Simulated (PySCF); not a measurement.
# C₄H₄S₂: calculation and literature

Geometry (Å), atoms numbered from 1 in this order:
```xyz
10

S     2.3793   -0.0927   -1.2952
C     0.8034    0.0610   -0.5339
C     0.1643   -0.8713    0.2495
C    -1.1419   -0.4657    0.6343
C    -1.4766    0.7672    0.1350
S    -0.2155    1.4334   -0.8158
H     3.0636    0.7202   -0.4557
H     0.6346   -1.8127    0.5355
H    -1.8075   -1.0596    1.2620
H    -2.4037    1.3202    0.2845
```

[PySCF 2.14.0 with density-fitted response routines: NMR shieldings at PBE0/pcSseg-1/GIAO; geometry: PBE0-D3(BJ)/def2-SVP; one computed conformer; no solvent model; no relativistic terms]

Reference values: estimated from measurements, as parent shift plus tabulated substituent increment (solution, not stated per compound (mostly CDCl3 or CCl4); Pretsch, Buehlmann, Badertscher, Structure Determination of Organic Compounds, 4th ed. (2009)).
| atoms | quantity | reference | computed | computed, scaled |
| --- | --- | --- | --- | --- |
| H10 | δ 1H | 7.13 | 7.23 | 7.07 |
| H8 | δ 1H | 6.96 | 7.31 | 7.15 |
| H9 | δ 1H | 6.76 | 7.02 | 6.88 |

Computed shifts are σ(ref) − σ with the named reference compound (TMS for H and C) calculated as an isolated molecule at the same level. The measured values may be among those fitted. Empirical linear scaling, fitted to shifts measured mostly in CDCl3 for H and C (δ vs TMS): 1H: δ = 29.91 − 0.950σ (rms 0.21 ppm, 511 shifts, 0.22 ppm with the 3 outliers that the fit left out). Occasional misses reach two or three times the rms, and more in compound classes unlike the fitted ones. Hydrogens on heteroatoms aren't scaled, only referred to computed TMS.

Q: How far are the unscaled 1H shifts from the references?

A: Mean signed difference +0.24 ppm, mean absolute 0.24 ppm over 3 comparisons; the largest is +0.35 ppm at H8 (hydrogen on an aromatic CH).

3 of the 6 published NMR values on file for this molecule are compared.
